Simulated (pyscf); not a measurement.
Structures and frequencies: ωB97X-D3(BJ)/def2-SVP in PySCF. MP2 and CC: frozen core, UHF for open shells. ΔMP2 is the change of the MP2 total energy from the triple- to the quadruple-zeta basis.

Problem. How much does it cost (ΔH, 298 K, CCSD(T)/def2-TZVPP + ΔMP2(QZVPP)) to split H₂B–CH₂–CH₃ at its C–C bond into H₂B–CH₂• + CH₃•?

Solution. C–C to H₂B–CH₂• + CH₃•: 3.44 eV. The radicals are drawn with the spin at the cut bond; how far it spreads was not checked. H₂B–CH₂–CH₃ lies 0.65 eV over its isomer H₃C–BH–CH₃, and others may lie lower still (electronic energy, ωB97M-D3(BJ)). Other isomers of H₂B–CH₂• were not searched in full and may lie lower. The CCSD(T) − MP2 part came from Ansatz, without density fitting, on the same reference.
